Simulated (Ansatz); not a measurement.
# Nickel, fcc under PBE: convergence with the Methfessel-Paxton smearing

A convergence test of the Methfessel-Paxton smearing width. The geometry was relaxed under PBE beforehand and stays fixed; 7 values are run, from 0.01 to 1.0 eV. Wanted are the values from which on the energy stays within 10 and 1 meV/atom, and the pressure within 0.5 GPa, of the narrowest run. Within the series other settings stay, but some runs also write fields, which adds to their time. Spin polarisation is left out.

Program: Ansatz 0.2.0. Level of theory: DFT PBE, plane waves with PAW, scalar-relativistic. These are calculated values, not measurements.

### Step 1. The system as given

It takes space group Fm-3m (No. 225, cubic). The conventional cell has a = 3.514 Å, b = 3.514 Å, c = 3.514 Å, α = 90.00°, β = 90.00°, γ = 90.00°. Around Ni (site symmetry m-3m) lie 12 Ni at 2.49 Å.

Coordinates:

```
Ni
1.0
     0.00000    1.75725    1.75725
     1.75725    0.00000    1.75725
     1.75725    1.75725    0.00000
Ni
1
Cartesian
  0.0000 0.0000 0.0000
```

### Step 2. Run at 0.01 eV

The run at 0.01 eV.

Contents of input.yaml:

```yaml
crystal:
  lattice:
    - [0.0, 1.757246668, 1.757246668]
    - [1.757246668, 0.0, 1.757246668]
    - [1.757246668, 1.757246668, 0.0]
  atoms:
    - { symbol: Ni, position: [0.0, 0.0, 0.0] }
hamiltonian:
  xc: pbe
  pseudopotentials:
    kind: paw
    azcp:
      Ni: "pseudopotentials/Ni.paw.azcp"
basis:
  ecutwfc: 420
  fft_grid_basis: typed
kpoints:
  mp_grid: { grid: [15, 15, 15], shift: [0, 0, 0] }
magnetization:
  spin_polarized: false
scf:
  occupations: { method: methfessel_paxton, width: 0.01 }
  lower_state_search: "off"
output:
  stress: true
```

Command:

```sh
> ansatz run input.yaml --threads 1 --pin off --max-ram 3584MiB --backend cpu --events-out ev --progress --plain --runs-dir out
```

### Step 3. Run at 0.03 eV

The run at 0.03 eV.

input.yaml, as its differences from that of step 2:

```diff
@@ -21,3 +21,3 @@
 scf:
-  occupations: { method: methfessel_paxton, width: 0.01 }
+  occupations: { method: methfessel_paxton, width: 0.03 }
   lower_state_search: "off"
@@ -25 +25,5 @@
   stress: true
+  write_density: true
+  write_potential: true
+  elf: true
+  volumetric_format: npy
```

### Step 4. Run at 0.1 eV

The run at 0.1 eV.

input.yaml, as its differences from that of step 3:

```diff
@@ -21,3 +21,3 @@
 scf:
-  occupations: { method: methfessel_paxton, width: 0.03 }
+  occupations: { method: methfessel_paxton, width: 0.1 }
   lower_state_search: "off"
@@ -25,5 +25 @@
   stress: true
-  write_density: true
-  write_potential: true
-  elf: true
-  volumetric_format: npy
```

### Step 5. Run at 0.2 eV

The run at 0.2 eV.

input.yaml, as its differences from that of step 4:

```diff
@@ -21,3 +21,3 @@
 scf:
-  occupations: { method: methfessel_paxton, width: 0.1 }
+  occupations: { method: methfessel_paxton, width: 0.2 }
   lower_state_search: "off"
```

### Step 6. Run at 0.3 eV

The run at 0.3 eV.

input.yaml, as its differences from that of step 5:

```diff
@@ -21,3 +21,3 @@
 scf:
-  occupations: { method: methfessel_paxton, width: 0.2 }
+  occupations: { method: methfessel_paxton, width: 0.3 }
   lower_state_search: "off"
```

### Step 7. Run at 0.6 eV

The run at 0.6 eV.

input.yaml, as its differences from that of step 6:

```diff
@@ -21,3 +21,3 @@
 scf:
-  occupations: { method: methfessel_paxton, width: 0.3 }
+  occupations: { method: methfessel_paxton, width: 0.6 }
   lower_state_search: "off"
@@ -25 +25,5 @@
   stress: true
+  write_density: true
+  write_potential: true
+  elf: true
+  volumetric_format: npy
```

### Step 8. Run at 1.0 eV

The run at 1.0 eV.

input.yaml, as its differences from that of step 7:

```diff
@@ -21,3 +21,3 @@
 scf:
-  occupations: { method: methfessel_paxton, width: 0.6 }
+  occupations: { method: methfessel_paxton, width: 1.0 }
   lower_state_search: "off"
@@ -25,5 +25 @@
   stress: true
-  write_density: true
-  write_potential: true
-  elf: true
-  volumetric_format: npy
```

(Steps that only read results are left out.)

Q: Predict the outcome of this session.

The runs gave:

```
                                           quantity                       value
       E(σ → 0) stays within 10 meV/atom of 0.01 eV                up to 0.3 eV
                   E(σ → 0) stays within 1 meV/atom                up to 0.2 eV
                      pressure stays within 0.5 GPa                up to 1.0 eV
                                pressure at 0.01 eV                   -0.79 GPa
energy of a separate run on a finer mesh (25×25×25)  -5.8 meV/atom from 0.01 eV
```

In words: At 1.0 eV the energy differs by -47.3 meV/atom and the pressure by +0.1 GPa. The free energy F moves by -64.8 meV/atom over the range, and the estimate for σ → 0 by -47.3. This scheme cancels the term in the square of the width, so F moves little up to 0.2 eV. The mesh (15×15×15) is fixed, so the narrowest widths carry a k-point error of their own. The yardstick itself is unsettled by 5.8 meV/atom against the finer mesh, so the thresholds above hold only within this series, and wider smearing, which averages over more states, can land nearer the fine-mesh value than the narrowest does.

Real Ni is ferromagnetic; without spin these runs don't describe its ground state.
